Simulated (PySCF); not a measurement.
System: CH3O, charge 0, multiplicity 2. It need not be the lowest isomer of its formula. SMILES: [CH2]O
Geometry from a B3LYP-D3(BJ)/def2-TZVP (Ansatz) optimisation:
```
C
O 1 1.3645
H 2 0.9632 1 109.87
H 1 1.0785 2 113.74 3 175.53
H 1 1.0823 4 121.49 2 153.15
```
Charge 0, spin multiplicity 2.

Dispersion corrections to the total energy (kcal/mol) from the dftd3 and dftd4 libraries through PySCF: D3(BJ) without and D4 with the three-body term, each with the damping fitted for the functional named.

```
functional  D3(BJ)     D4
----------  ------  -----
PBE          -0.93  -0.75
B2GP-PLYP        ?  -0.29
PBE0         -0.74  -0.61
r2SCAN       -0.23      ?
LC-wPBE      -0.76  -0.82
HF           -9.98      ?
BHLYP        -1.14  -0.76
```

Fill in the missing entries.


- B2GP-PLYP, D3(BJ): -0.44
- r2SCAN, D4: -0.18
- HF, D4: -3.46
